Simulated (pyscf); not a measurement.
PySCF, gas phase, ωB97X-D3(BJ)/def2-SVP geometries.

Q: `[NH2][Si]([Cl])[Cl]` [doublet] + `[NH3]` -> `[NH2][Si]([NH2])([Cl])[Cl]` + `[H]` [doublet]
Surface: doublet. Broken: H–N. Formed: N–Si. Give ΔE‡ and ΔE from ωB97M-D3(BJ)/def2-TZVP, relative to the separated reactants.

A: ΔE‡ = 16.3 kcal/mol, ΔE = -2.9 kcal/mol. Zero-point energy shifts the barrier by -1.7 kcal/mol. It is a substitution at N, with an imaginary mode of 1761i cm⁻¹. On the reactant side the descent ends in a bound adduct, 8.0 kcal/mol under the separated species and 26.7 kcal/mol under the saddle at ωB97X-D3(BJ)/def2-TZVP. At ωB97X-D3(BJ)/def2-TZVP the barrier from the zero used here is 18.6 kcal/mol. One saddle was located; it need not be the lowest between these sides. The angle at the attacked N is 130°.
